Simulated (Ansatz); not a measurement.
**Reading a saddle point**

A first-order saddle point of SiNH$_{6}$Cl, closed shell, PBE0-D4/def2-TZVP, with one imaginary mode of 617i cm⁻¹:

| atom | x (Å) | y (Å) | z (Å) |
| --- | --- | --- | --- |
| Si1 | -0.3751 | -0.2006 | -0.1210 |
| Cl2 | 0.2419 | -2.1507 | -1.6021 |
| H3 | -0.9620 | 0.3253 | -1.3583 |
| H4 | -0.8109 | -1.2604 | 0.7948 |
| N5 | -0.3236 | 1.1783 | 0.8882 |
| H6 | 1.1816 | -0.9130 | -0.7505 |
| H7 | 1.3609 | -0.2157 | -0.2472 |
| H8 | -0.1062 | 1.1257 | 1.8703 |
| H9 | -0.2064 | 2.1111 | 0.5260 |

Program: Ansatz 0.2.0. Basis: def2-TZVPP and def2-QZVPP. Cores are frozen in the correlated methods. Extrapolation: Hartree–Fock as exp(−7.88 √X), correlation as X^−2.97.

Which contacts change along the imaginary mode, and what lies on either side? (Judge from chemistry; the calculation decides.)

Computed: The step is SiNH₄Cl ([NH2][SiH2][Cl]) + H₂ → SiNH₅ ([NH2][SiH3]) + HCl, with the molecules in contact on both sides. Shortening one way: Si1–H7, Cl2–H6; lengthening the same way: Si1–Cl2, H6–H7.
```tsv
pair	one side (Å)	saddle (Å)	other side (Å)
Si1–H7	4.48	1.74	1.50
Cl2–H6	3.20	1.77	1.29
Si1–Cl2	2.07	2.53	4.09
H6–H7	0.75	0.88	1.81
```

Which side is lower, and how far does the saddle lie above each? (To be estimated.)

The calculation gives: The side with Si1–Cl2, H6–H7 short is lower by 21.98 kcal/mol; the saddle lies 52.90 kcal/mol above it and 30.92 kcal/mol above the other (CCSD(T) at an estimated basis limit (MP2 extrapolated from triple and quadruple zeta, plus CCSD(T) − MP2 in triple zeta); electronic energies).

The T1 diagnostic stays at or below 0.012.

Labels in which every atom is bracketed show which atoms are joined, not bond orders.

For scale, one of the runs: CCSD(T)/def2-TZVPP, 199 basis functions, launched by `ansatz run in.yaml --threads 2 --pin off --events-out ev --progress --plain --max-ram 4352MiB`. Hardware: 2 CPU threads of an Arm Neoverse V1, shared host. Wall time 53 s; peak host memory 2.2 GiB.
